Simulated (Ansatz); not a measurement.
Z-matrix (Å, degrees):
```
C
C 1 1.3058
H 2 1.0805 1 138.17
H 1 1.0871 2 122.14 3 179.99
H 1 1.0928 4 116.04 2 179.97
```
Charge 0, spin multiplicity 2.

Computed with frozen-core CCSD(T)/def2-TZVPP // TPSSh-D3(BJ)/def2-TZVP in Ansatz (a program for electronic structure).

```yaml
HF energy: -77.42230 Ha
MP2 correlation energy: -0.28390 Ha
```

Question: Estimate the CCSD correlation energy, the (T) correction, the total energy and the T1 diagnostic.

Answer: 
```yaml
CCSD correlation energy: -0.31773 Ha
"(T) correction": -0.01354 Ha
CCSD(T) total energy: -77.75357 Ha
T1 diagnostic: 0.042
```
